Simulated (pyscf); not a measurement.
Single points on ωB97X-D3(BJ)/def2-SVP structures (PySCF, gas phase).

**Question.** PBE/def2-TZVP puts the barrier of H₂P–GaH₂ + silane (SiH₄) -> H₃Si–PH–GaH₂ + hydrogen (H₂) (four-centre exchange; singlet surface; H–P, H–Si broken, P–Si, H–H formed) at 52.6 kcal/mol and the reaction energy at -3.0 kcal/mol, from the separated reactants. What do B3LYP-D3(BJ)/def2-TZVP, PBE0-D3(BJ)/def2-TZVP, ωB97M-D3(BJ)/def2-TZVP give on the same structures?

**Answer.** B3LYP-D3(BJ): ΔE‡ = 60.8 kcal/mol, ΔE = -2.0 kcal/mol; PBE0-D3(BJ): ΔE‡ = 56.2 kcal/mol, ΔE = -3.9 kcal/mol; ωB97M-D3(BJ): ΔE‡ = 64.9 kcal/mol, ΔE = -1.2 kcal/mol. PBE's barrier lies under all of them, by 3.6 to 12.3 kcal/mol. Its reaction energy lies among theirs. Low barriers are usual for a GGA, whose delocalisation error favours stretched bonds. One saddle was located; it need not be the lowest between these sides. Elements up to Kr have no core potential and no relativistic terms here.
